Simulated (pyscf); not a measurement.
# Routes from `[CH4]` + `[CH3][SiH2]` [doublet]

Candidate steps break at most two bonds and form at most two. Each was searched with GFN2-xTB (tblite) first. Structures and frequencies: ωB97X-D3(BJ)/def2-SVP in PySCF. Energies: ωB97M-D3(BJ)/def2-TZVP, kcal/mol, from the separated reactants, doublet surface; ΔG‡ with ideal gas, 1 atm, RRHO with modes under 100 cm⁻¹ raised to 100, one conformer, R ln 2 for chiral ones without a mode under 150 cm⁻¹.

| products | type | ΔE‡ | ΔE | ΔG‡ 298 K | ΔG‡ 900 K | ν‡ (cm⁻¹) |
|---|---|---|---|---|---|---|
| CH₃• + H₃C–SiH₃ | hydrogen abstraction | 23.2 | +14.6 | 27.7 | 42.8 | 1041i |
| H₃C–SiH₂–CH₃ + H• | substitution at C | 46.2 | +16.9 | 52.1 | 69.1 | 1479i |

Plain bond fissions and candidates not yet searched are not listed, and one of them may be faster. Each barrier is that of the saddle found; lower ones may exist.
